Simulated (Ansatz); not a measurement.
Geometry optimisation, Ansatz 0.2.0, UKS PBE0-D4/def2-SVP.

Input:

```yaml
crystal:
  periodic: [false, false, false]
  atoms:
    - { symbol: B, position_ang: [-0.767136, -0.462559, -0.426577] }
    - { symbol: C, position_ang: [0.596949, -0.549621, 0.373712] }
    - { symbol: H, position_ang: [-1.817511, -0.481021, 0.171139] }
    - { symbol: H, position_ang: [-0.769634, -0.517637, -1.634139] }
    - { symbol: H, position_ang: [0.333968, 1.787888, 0.082359] }
    - { symbol: F, position_ang: [-0.377943, 2.210274, -0.293238] }
    - { symbol: H, position_ang: [1.490079, -0.201159, -0.169028] }
    - { symbol: H, position_ang: [0.570927, -0.142114, 1.396608] }
    - { symbol: H, position_ang: [0.740102, -1.643952, 0.499164] }
magnetization:
  spin_polarized: true
basis:
  gaussian: { orbitals: def2-SVP }
hamiltonian:
  xc: pbe0
  dispersion: d4
relax:
  f_tol: 0.03
  max_steps: 50
```

Command:

```bash
$ ansatz run input.yaml --threads 2 --pin off --max-ram 3072MiB --backend cpu --events-out ev --progress --plain --runs-dir out
```

**Question.** Where does it end, and by what steps?

**Answer.** The run converged. After 7 steps the energy has fallen by 0.091 eV; F6 moved furthest, 0.47 Å.

| step | energy less start (eV) | largest force component (eV/Å) | accepted |
| --- | --- | --- | --- |
| 0 | 0.0000 | 0.754 | yes |
| 1 | -0.0386 | 0.695 | yes |
| 2 | -0.0726 | 0.743 | yes |
| 3 | -0.0838 | 0.371 | yes |
| 4 | -0.0868 | 0.221 | yes |
| 5 | -0.0846 | 0.153 | no |
| 6 | -0.0900 | 0.039 | yes |
| 7 | -0.0905 | 0.017 | yes |

```xyz
9
Properties=species:S:1:pos:R:3
B -0.711 -0.262 -0.400
C 0.623 -0.550 0.389
H -1.767 -0.313 0.190
H -0.719 -0.380 -1.605
H 0.264 1.813 0.051
F -0.554 1.786 -0.386
H 1.551 -0.244 -0.124
H 0.640 -0.196 1.434
H 0.675 -1.654 0.451
```

Whether the end is a true minimum wasn't checked by a vibrational analysis.

Time of the run: 13 s on 2 threads of Arm Neoverse V2 (shared host), peak memory 0.16 GiB.
